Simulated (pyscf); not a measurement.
Structures and frequencies: ωB97X-D3(BJ)/def2-SVP in PySCF.

SMILES: [NH2][W]([F])([F])([F])([OH])[OH]
```xyz
11

N     -0.3274     0.0639    -1.4415
W     -0.3217    -1.3751    -0.1492
O      1.0409    -0.4749     0.7654
O     -1.6428    -0.5948     0.9343
F      1.1020    -2.4403    -0.7874
F     -1.3981    -2.1541    -1.4685
F     -0.6923    -2.8841     0.9516
H      0.1613     0.9478    -1.3206
H     -0.9121     0.0587    -2.2741
H      1.9775    -0.6167     0.5727
H     -1.9768    -1.0770     1.7032
```

Problem. How much does it cost (ΔH, 298 K, ωB97M-D3(BJ)/def2-TZVP) to split H₂N–W(OH)(OH)(F)(F)–F at its N–W bond into NH₂• + [HO–W(OH)(F)(F)–F]•?

Solution. N–W to NH₂• + [HO–W(OH)(F)(F)–F]•: 298.7 kJ/mol. The 7 functionals that were run give +298.7 (ωB97M-D3(BJ)/def2-TZVP) to +334.1 kJ/mol (PBE). The radicals are drawn with the spin at the cut bond; how far it spreads was not checked. Other isomers of [HO–W(OH)(F)(F)–F]• were not searched in full and may lie lower. Open-shell species with a d-block atom are single-reference here; other states, and whether the spin sits on metal or ligand, were not checked. Elements past Kr carry the def2 core potentials, without spin-orbit coupling.
